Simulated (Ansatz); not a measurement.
**Spin states of SiH⁺, each at its own bond length**

Ansatz 0.2.0, functionals in def2-QZVPP, HF, MP2 and coupled cluster extrapolated from def2-TZVPP and def2-QZVPP (exp(−7.88 √X), X^−2.97); geometries are PBE0/def2-TZVP minima. Wave-function levels freeze the cores; HF, MP2 and coupled cluster are restricted for singlets and unrestricted otherwise, Kohn–Sham unrestricted where that lies lower. The best estimate adds to that CCSD(T) limit the step from CCSD(T) to the highest level run in a smaller set (full CI/cc-pVQZ). It lacks core correlation, which semilocal and hybrid functionals hold and which counts in their errors here, (a few kJ/mol in atomization energies of light atoms) is good to about 1 kcal/mol where the step is under 0.06 eV, as here, and is no measured value. Energies are electronic, without zero-point terms. No spin–orbit coupling and no scalar relativity. B2PLYP's MP2 part freezes the cores and isn't at its limit in this set. The species are chosen: bound, without strong static correlation by their natural occupations or amplitudes, and with a ladder that closes on the reference, so errors are smaller than for species at large; levels whose determinant breaks symmetry or spin markedly are left out.

A. triplet; Si–H 1.547. Coordinates (Å): Si 0.000 0.000 0.000; H 0.000 0.000 1.547
B. singlet; Si–H 1.519. Coordinates (Å): Si 0.000 0.000 0.000; H 0.000 0.000 1.519

Q: From bonding and spin, estimate the order of these in energy at the best estimate, each at its own geometry.

A: At the best estimate, above the lowest of those listed: B (0.0 kJ/mol), A (218.5 kJ/mol).

| level | A less B (kJ/mol) |
| --- | --- |
| the best estimate | 218.5 |
| MP2 | 209.7 |
| CCSD | 219.7 |
| CCSD(T) | 218.9 |
| PBE | 193.2 |
| r2SCAN | 170.9 |
| B97M-V | 213.0 |
| B3LYP | 211.1 |
| wB97M-V | 231.0 |
| B2PLYP | 211.8 |

Every level shown puts the same form lowest.

The geometries are PBE0's.
